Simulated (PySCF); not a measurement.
# Which determinant of SiS lies lowest?

Unrestricted PBE0; Si jorge-DZP-DKH, S jorge-DZP-DKH; spin-free X2C with a Gaussian nucleus (PySCF 2.14). Outer shells of the fragments: Si 3s2 3p2; S 3s2 3p4.

Followed along the bond (rough minima from three points):

```
2Ms+1    unpaired  ⟨S²⟩ at the start  R at minimum (Å)  Te (eV)
    1        none               0.00              1.95     0.00
    3        π ↑↑               2.01  none in the scan   ≤ 2.87
    5  σ ↑, π ↑↑↑               6.00  none in the scan   ≤ 5.34
```

Solutions found at the starting distance of 2.100 Å, counted from the lowest of them; the search is not exhaustive and high or unbound solutions are not listed, so other states can lie among these:

```
2Ms+1    unpaired   term  E (eV)  ⟨S²⟩  ⟨Lz²⟩  μ (D)
    1        none    ¹Σ⁺    0.00  0.00   0.00  -2.45
    3        π ↑↑  mixed    2.63  2.01   2.01   0.06
    3    σ ↑, π ↑     ³Π    2.95  2.01   1.01  -2.27
    3        π ↑↑  mixed    3.00  2.01   2.01  -0.17
    1        π ↑↓  mixed    3.06  1.01   2.01  -0.24
    1    σ ↓, π ↑  mixed    3.33  1.02   1.01  -1.90
    5  σ ↑, π ↑↑↑     ⁵Π    5.21  6.00   1.01   0.07
    3  σ ↑, π ↑↑↓  mixed    6.11  3.01   3.02   0.61
    1  σ ↓, π ↑↑↓  mixed    6.25  2.02   3.02   0.53
    3        σ ↑↑    ³Σ⁺    6.38  2.02   0.00  -1.45
    3    σ ↑, π ↑     ³Π    6.45  2.00   1.01   0.28
    5      π ↑↑↑↑    ⁵Σ⁺    6.50  6.02   0.00   4.41
    1    σ ↓, π ↑  mixed    6.65  1.01   1.01   0.29
    5  σ ↑↑, π ↑↑  mixed    8.49  6.01   2.01   0.58
```

A term symbol is given only where ⟨S²⟩ and ⟨Lz²⟩ are close to those of a pure state; real π, δ and φ orbitals otherwise mix terms. A positive dipole means Si(−)S(+).

The measured ground state is X ¹Σ+ (Huber and Herzberg, Constants of Diatomic Molecules (1979)).

Counting both spins, an empty level lies below a filled one in some of these solutions, because spin and occupation are held.
